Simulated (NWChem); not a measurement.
The numbers come from NWChem runs, not from measurements. System: pyrazine (C$_{4}$H$_{4}$N$_{2}$), charge 0, spin multiplicity 1, at a geometry optimised with PBE/def2-SVP. Level: MP2/def2-SVP, 6 core orbitals frozen.

The NWChem input:

```
start mol
memory heap 200 mb stack 900 mb global 1100 mb
geometry units angstroms nocenter noautoz
  C     -0.703436     0.000000     1.138179
  C      0.703436     0.000000     1.138179
  N      1.414738     0.000000     0.000000
  C      0.703436     0.000000    -1.138179
  C     -0.703436     0.000000    -1.138179
  N     -1.414738     0.000000     0.000000
  H     -1.267837     0.000000     2.088384
  H      1.267837     0.000000     2.088384
  H      1.267837     0.000000    -2.088384
  H     -1.267837     0.000000    -2.088384
  symmetry group D2h
end
basis spherical
  * library def2-svp
end
scf
  rhf
  nopen 0
  maxiter 100
  thresh 1e-7
  semidirect memsize 60000000 filesize 0
end
mp2
  freeze core 6
end
task mp2 energy
```

Output (cleaned and shortened):

```
             Northwest Computational Chemistry Package (NWChem) 7.3.0
             --------------------------------------------------------

                                NWChem Input Module
                                -------------------

 Scaling coordinates for geometry "geometry" by  1.889725989
 (inverse scale =  0.529177249)

 Turning off AUTOSYM since
 SYMMETRY directive was detected!

                             Geometry "geometry" -> ""
                             -------------------------

 Output coordinates in angstroms (scale by  1.889725989 to convert to a.u.)

  No.       Tag          Charge          X              Y              Z
 ---- ---------------- ---------- -------------- -------------- --------------
    1 C                    6.0000    -0.70343600     0.00000000     1.13817900
    2 C                    6.0000     0.70343600     0.00000000     1.13817900
    3 N                    7.0000     1.41473800     0.00000000     0.00000000
    4 C                    6.0000     0.70343600     0.00000000    -1.13817900
    5 C                    6.0000    -0.70343600     0.00000000    -1.13817900
    6 N                    7.0000    -1.41473800     0.00000000     0.00000000
    7 H                    1.0000    -1.26783700     0.00000000     2.08838400
    8 H                    1.0000     1.26783700     0.00000000     2.08838400
    9 H                    1.0000     1.26783700     0.00000000    -2.08838400
   10 H                    1.0000    -1.26783700     0.00000000    -2.08838400

 Effective nuclear repulsion energy (a.u.)     207.2851597853

            Nuclear Dipole moment (a.u.)
            ----------------------------
        X                 Y               Z
 ---------------- ---------------- ----------------
     0.0000000000     0.0000000000     0.0000000000

      Symmetry information
      --------------------

 Group name             D2h
 Group number             26
 Group order               8
 No. of unique centers     3

      Symmetry unique atoms

     1    3    7


 Summary of "ao basis" -> "" (spherical)
 ------------------------------------------------------------------------------
       Tag                 Description            Shells   Functions and Types
 ---------------- ------------------------------  ------  ---------------------
 *                          def2-svp                  on all atoms

 Summary of "ao basis" -> "ao basis" (spherical)
 ------------------------------------------------------------------------------
       Tag                 Description            Shells   Functions and Types
 ---------------- ------------------------------  ------  ---------------------
 C                          def2-svp                 6       14   3s2p1d
 N                          def2-svp                 6       14   3s2p1d
 H                          def2-svp                 3        5   2s1p

                                 NWChem SCF Module
                                 -----------------

  ao basis        = "ao basis"
  functions       =   104
  atoms           =    10
  closed shells   =    21
  open shells     =     0
  charge          =   0.00
  wavefunction    = RHF
  use symmetry    = T
  symmetry adapt  = T

 Summary of "ao basis" -> "ao basis" (spherical)
 ------------------------------------------------------------------------------
       Tag                 Description            Shells   Functions and Types
 ---------------- ------------------------------  ------  ---------------------
[...]
     5     -0.170505   1 C  py               19     -0.170505   2 C  py

 Vector   23  Occ=0.000000D+00  E= 1.117054D-01  Symmetry=au
              MO Center=  1.8D-16,  4.4D-17,  3.5D-16, r^2= 3.6D+00
   Bfn.  Coefficient  Atom+Function         Bfn.  Coefficient  Atom+Function
  ----- ------------  ---------------      ----- ------------  ---------------
     8      0.506187   1 C  py               22     -0.506187   2 C  py
    50      0.506187   4 C  py               64     -0.506187   5 C  py
     5      0.288848   1 C  py               19     -0.288848   2 C  py
    47      0.288848   4 C  py               61     -0.288848   5 C  py

 Vector   24  Occ=0.000000D+00  E= 1.949373D-01  Symmetry=ag
              MO Center=  3.1D-16, -4.4D-21, -1.0D-15, r^2= 1.0D+01
   Bfn.  Coefficient  Atom+Function         Bfn.  Coefficient  Atom+Function
  ----- ------------  ---------------      ----- ------------  ---------------
    86      1.098644   7 H  s                91      1.098644   8 H  s
    96      1.098644   9 H  s               101      1.098644  10 H  s
     3     -0.794266   1 C  s                17     -0.794266   2 C  s
    45     -0.794266   4 C  s                59     -0.794266   5 C  s
     9     -0.349552   1 C  pz               23     -0.349552   2 C  pz

 center of mass
 --------------
 x =   0.00000000 y =   0.00000000 z =   0.00000000

 moments of inertia (a.u.)
 ------------------
         284.840838359988           0.000000000000           0.000000000000
           0.000000000000         592.971017536129           0.000000000000
           0.000000000000           0.000000000000         308.130179176141

  Mulliken analysis of the total density
  --------------------------------------

    Atom       Charge   Shell Charges
 -----------   ------   -------------------------------------------------------
    1 C    6     5.92   1.99  0.89  0.23  1.98  0.76  0.06
    2 C    6     5.92   1.99  0.89  0.23  1.98  0.76  0.06
    3 N    7     7.30   1.99  1.03  0.54  2.29  1.42  0.03
    4 C    6     5.92   1.99  0.89  0.23  1.98  0.76  0.06
    5 C    6     5.92   1.99  0.89  0.23  1.98  0.76  0.06
    6 N    7     7.30   1.99  1.03  0.54  2.29  1.42  0.03
    7 H    1     0.93   0.75  0.15  0.02
    8 H    1     0.93   0.75  0.15  0.02
    9 H    1     0.93   0.75  0.15  0.02
   10 H    1     0.93   0.75  0.15  0.02

       Multipole analysis of the density wrt the origin
       ------------------------------------------------

     L   x y z        total         open         nuclear
     -   - - -        -----         ----         -------
     0   0 0 0     -0.000000      0.000000     42.000000

     1   1 0 0     -0.000000      0.000000      0.000000
     1   0 1 0     -0.000000      0.000000      0.000000
     1   0 0 1      0.000000      0.000000      0.000000

     2   2 0 0    -31.204321      0.000000    165.433647
     2   1 1 0      0.000000      0.000000      0.000000
     2   1 0 1     -0.000000      0.000000      0.000000
     2   0 2 0    -27.311908      0.000000      0.000000
     2   0 1 1      0.000000      0.000000      0.000000
     2   0 0 2    -19.798607      0.000000    173.325982

                   NWChem MP2 Semi-direct Energy/Gradient Module
                   ---------------------------------------------

  Basis functions       =    104
  Molecular orbitals    =    104
  Frozen core           =      6
  Frozen virtuals       =      0
  Active alpha occupied =     15
  Active beta occupied  =     15
  Active alpha virtual  =     83
  Active beta virtual   =     83
  Use MO symmetry       = T
  Use skeleton AO sym   = T

  AO/Fock/Back tols     =   1.0D-09  1.0D-09  1.0D-09

 GA uses MA = F    GA memory limited = T

 Available:
  local mem=  1.26D+08
 global mem=  1.44D+08
 local disk=  0.00D+00
  mp2_memr nvloc                    83
  nvloc new                    83
   1 passes of  15:        3145728                      53812                  22813276.
   1 passes of  15: M    126140633           G      144157568           F     122994905.

 Semi-direct pass number   1 of   1  for RHF alpha+beta  at        1.4s
  vrange nnbf                  5385
  mp2_eaftype                    87  avail_ma_in_mb                  1099
 EAF : mp2_eaftype filesize          87   11406638.
  mp2_eaf for mointskh                     87
Node 0 wrote     53.6 Mb in      0.1 s     Agg I/O rate:   426.4 Mb/s
 Done moints_semi at        5.9s
  mp2_eaftype                    87  avail_ma_in_mb                  1012
 EAF : mp2_eaftype filesize          87   11406638.
  mp2_eaf for kh                    87
 Done maket at        6.2s
 Done multipass loop at        6.2s

          -------------------------------------------
          SCF energy                -262.477668372012
          Correlation energy          -0.835658724992
          Singlet pairs               -0.500427121152
          Triplet pairs               -0.335231603839
          Total MP2 energy          -263.313327097004
          -------------------------------------------

          ---------------------------------------------------
                    Spin Component Scaled (SCS) MP2
          Same spin pairs                     -0.223487735893
          Same spin scaling factor             0.333333333333
          Opposite spin pairs                 -0.612170989099
          Opposite spin scaling fact.          1.200000000000
          SCS-MP2 correlation energy          -0.809101098883
          Total SCS-MP2 energy              -263.286769470895
          ---------------------------------------------------

 -----------------------
 Performance information
 -----------------------

 Timer overhead =  1.36D-07 seconds/call

               Nr. of calls         CPU time (s)                 Wall time (s)                GFlops
             ---------------    -------------------     ------------------------------   -------------------
Name         Min   Avg   Max    Min     Avg     Max     Min     Avg     Max   Mx/calls   Min     Max     Sum
mp2: moin     1     1     1    4.5     4.5     4.5      4.5     4.5     4.5     4.5      0.0     0.0     0.0
mp2: make     1     1     1   0.36    0.36    0.36     0.36    0.36    0.36    0.36      0.0     0.0     0.0
mp2: tota     1     1     1    5.0     5.0     5.0      5.0     5.0     5.0     5.0      0.0     0.0     0.0

 The average no. of pstat calls per process was 3.00D+00
 with a timing overhead of 4.08D-07s

 Task  times  cpu:        6.2s     wall:        6.2s

 Total times  cpu:        6.3s     wall:        6.3s
```
